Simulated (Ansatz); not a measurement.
# H3Si: the cost of one run

Program: Ansatz 0.2.0. Level of theory: the levels named in each step. These are calculated values, not measurements.

## Step 1: The starting structure

Bond lengths: Si1–H2 1.449 Å, Si1–H3 1.449 Å, Si1–H4 1.449 Å. Angles: H2–Si1–H3 115.3°, H2–Si1–H4 115.3°, H3–Si1–H4 115.3°.

Coordinates:

```xyz
4

Si   -0.0003    0.0001    0.0308
H    -0.5644    1.2948   -0.2936
H     1.4078   -0.1568   -0.2733
H    -0.8354   -1.1391   -0.2928
```

## Step 2: A rough first relaxation, PBE-D4/def2-SVPD

File input.yaml:

```yaml
crystal:
  periodic: [false, false, false]
  atoms:
    - { symbol: Si, position_ang: [-0.00028, 8.0e-05, 0.03085] }
    - { symbol: H, position_ang: [-0.56444, 1.29477, -0.29356] }
    - { symbol: H, position_ang: [1.40779, -0.1568, -0.27335] }
    - { symbol: H, position_ang: [-0.83539, -1.13911, -0.29284] }
total_charge: -1
basis:
  gaussian: { orbitals: def2-SVPD }
hamiltonian:
  xc: pbe
  dispersion: d4
relax:
  f_tol: 0.03
  max_steps: 200
```

Command:

```bash
ansatz run input.yaml --threads 2 --pin off --max-ram 5120MiB --backend cpu --events-out ev --progress --plain --runs-dir out
```

What time and memory should one allow on 2 threads of Arm Neoverse N1, shared host?

About 3.6 s, with a peak of 0.085 GiB.
